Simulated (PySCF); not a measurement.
Exact simulation of a proton spin system

Molecule: SMILES O=CO/C=C/F, C3H3FO2.

Bonds (- single, = double, # triple, : aromatic): O1=C2 1.195 Å, C2-O3 1.338 Å, O3-C4 1.371 Å, C4=C5 1.335 Å, C5-F6 1.331 Å. C2 carries H7; C4 carries H8; C5 carries H9. Stereochemistry as in O=CO/C=C/F.

- shielding tensors at KT2/pcSseg-2 (GIAO)
- PBE0-D3(BJ)/def2-SVP geometry
- B3LYP/pcJ-1 coupling constants
- program: PySCF
- no relativistic terms, gas phase, one conformer

Scale: ¹H (σ = 31.18 ppm) against TMS (reference shieldings calculated alike).

Shifts (ppm): F6 -178.4, H7 8.12, H8 6.88, H9 8.99.
Couplings (Hz): F6–H7: 4.7; F6–H8: 12.0; F6–H9: 88.1; H7–H8: 0.7; H7–H9: 0.2; H8–H9: 11.7.

The 4-spin Hamiltonian (Zeeman plus full scalar coupling among like nuclei) was diagonalised exactly; lines are Lorentzian, 1.0 Hz wide, and the maxima above 3 % are listed with the tallest set to 100.

Q: Give the ¹H peak list of this spin system at 60 MHz.

A: 
δ in ppm (height): 9.825 (37), 9.630 (42), 8.360 (35), 8.164 (100), 8.083 (57), 8.078 (57), 7.078 (30), 7.070 (30), 6.875 (58), 6.680 (25), 6.673 (25)

Q: And at 400 MHz?

A: 
Hz from δ = 0 (height): 3646.0 (69), 3634.2 (71), 3557.9 (69), 3546.2 (71), 3250.5 (100), 3250.2 (100), 3245.8 (100), 3245.5 (100), 2764.1 (51), 2763.6 (50), 2752.0 (99), 2740.4 (49), 2739.9 (49)

Q: Among coupled protons with different shifts, which pair is furthest from first order, and how does the field change that?

A: H8 and H9: Δν/J is about 10.8 at 60 MHz (close to first order) and 72.1 at 400 MHz (close to first order). J in Hz doesn't depend on the field, while Δν in Hz grows in proportion to it.

Unscaled 3J(H,H) at this level run about 10 % above measured values.
